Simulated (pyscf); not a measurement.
**Four-centre exchange: H₃C–AlH₂ + NH₃ → H₃C–NH₂ + AlH₃**

Gas phase, singlet surface, charge 0. Bonds broken: C1–Al2, N8–H9. Bonds formed: C1–N8, Al2–H9. Structures and frequencies: ωB97X-D3(BJ)/def2-SVP in PySCF. Correlated levels are frozen-core, on RHF or UHF. ΔMP2 is the change of the MP2 total energy from the triple- to the quadruple-zeta basis.

Transition state (Å):

```xyz
11

C      0.4933     0.4983    -0.2991
Al    -1.4486    -1.1516     0.4517
H      1.5031     0.4994     0.1357
H      0.3243     1.3680    -0.9500
H      0.3716    -0.4285    -0.9072
H     -0.7052    -2.4358     0.9794
H     -2.5227    -1.0536    -0.6959
N     -0.9941     0.4196     1.2535
H     -2.1793     0.0124     2.2071
H     -0.3146     0.5011     2.0060
H     -1.3961     1.3221     1.0115
```

One imaginary mode, 1157i cm⁻¹; descent along it reached the two sides named, in the forms told below.

| bond | change | reactant side (Å) | saddle | product side |
|---|---|---|---|---|
| C1–Al2 | breaks | 1.980 | 2.7 | 3.0 |
| N8–H9 | breaks | 1.022 | 1.575 | 2.8 |
| C1–N8 | forms | 3.1 | 2.152 | 1.475 |
| Al2–H9 | forms | 2.6 | 2.229 | 1.606 |

Electronic energies relative to the separated reactants (kcal/mol):

| level | barrier | reaction energy | reverse barrier |
|---|---|---|---|
| ωB97X-D3(BJ)/def2-TZVP | 91.7 | +20.1 | 71.6 |
| PBE/def2-TZVP | 73.4 | +20.1 | 53.3 |
| r²SCAN/def2-TZVP | 77.0 | +21.1 | 55.9 |
| B3LYP-D3(BJ)/def2-TZVP | 80.1 | +19.4 | 60.7 |
| PBE0-D3(BJ)/def2-TZVP | 82.7 | +19.9 | 62.8 |
| M06-2X/def2-TZVP | 87.8 | +20.8 | 67.0 |
| ωB97M-D3(BJ)/def2-TZVP | 89.2 | +20.1 | 69.2 |
| HF/def2-TZVP | 116.0 | +16.3 | 99.7 |
| MP2/def2-QZVPP | 85.7 | +22.0 | 63.6 |
| CCSD/def2-TZVPP | 91.7 | +20.0 | 71.7 |
| CCSD(T)/def2-TZVPP | 84.2 | +20.4 | 63.7 |
| CCSD(T)/def2-TZVPP + ΔMP2(QZVPP) | 83.9 | +20.8 | 63.1 |

With CCSD(T)/def2-TZVPP + ΔMP2(QZVPP) energies and thermal terms (ideal gas, 1 atm, RRHO with modes under 100 cm⁻¹ raised to 100, one conformer, R ln 2 for chiral ones without a mode under 150 cm⁻¹), in kcal/mol:

```json
[
 {"T (K)": "298", "ΔH‡": "80.6", "ΔG‡": "91.4", "ΔH": "+20.5", "ΔG": "+21.6"},
 {"T (K)": "600", "ΔH‡": "81.3", "ΔG‡": "102.2", "ΔH": "+19.8", "ΔG": "+23.1"},
 {"T (K)": "900", "ΔH‡": "82.4", "ΔG‡": "112.4", "ΔH": "+19.6", "ΔG": "+24.8"},
 {"T (K)": "1200", "ΔH‡": "83.5", "ΔG‡": "122.2", "ΔH": "+19.6", "ΔG": "+26.6"}
]
```

On the reactant side the descent ends in an adduct with a Al–N contact, 30.6 kcal/mol under the separated species and 122.3 kcal/mol under the saddle at ωB97X-D3(BJ)/def2-TZVP. On the product side the descent ends in an adduct with a Al–N contact, 35.8 kcal/mol under the separated species and 107.4 kcal/mol under the saddle at ωB97X-D3(BJ)/def2-TZVP. The same reactants have a lower exit, to H₃C–AlH–NH₂ + H₂ (barrier +1.3 kcal/mol at ωB97M-D3(BJ)/def2-TZVP, against +89.2 kcal/mol here). This is the saddle that the search found; another between the same sides may lie lower. A restricted solution here is unstable towards spin polarisation, so biradical character is likely and single-reference numbers are less safe. The CCSD(T) − MP2 part came from Ansatz, without density fitting, on the same reference.
